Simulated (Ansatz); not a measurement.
A made-up structure of BH4S (charge +1), singlet:

```
atom    x (Å)    y (Å)    z (Å)
  B1   0.4275   0.8960  -0.3386
  S2   0.0140  -0.9114   0.0044
  H3  -0.8196  -1.4828  -0.9057
  H4   0.6740  -1.4513   1.0639
  H5  -0.5946   1.3154  -0.6577
  H6   0.4511   1.3375   0.7230
```

It is relaxed with PBE-D4/def2-SVP and then PBE0-D4/def2-TZVP (Ansatz 0.2.0). Atoms count as bonded within 1.22 times the sum of their covalent radii (H–H: 0.88 Å). The end point is not checked to be a true minimum.

Question: Does its bonding change? (A judgement: the text doesn't fix the answer.)

Answer: Computed: No: no bond forms or breaks.

Where it ends: The first stage lowers the energy by 2.28 eV in 9 steps. It ends as BH₄S ([BH2][SH2]), total charge +1:
```
6
angstrom
B 0.0500 0.8611 -0.0518
S -0.4395 -0.9153 0.3480
H -0.4896 -1.4725 -0.8826
H 0.7402 -1.4462 0.7400
H -0.5030 1.3243 -0.9881
H 0.7944 1.3520 0.7238
```

Labels in which every atom is bracketed show which atoms are joined, not bond orders.

For scale, one of the runs: PBE0-D4/def2-TZVP relaxation, 92 basis functions, launched by `ansatz run in.yaml --threads 2 --pin off --events-out ev --progress --plain --max-ram 4352MiB`. Hardware: 2 CPU threads of an Arm Neoverse V2, shared host. Wall time about 4.9 s.
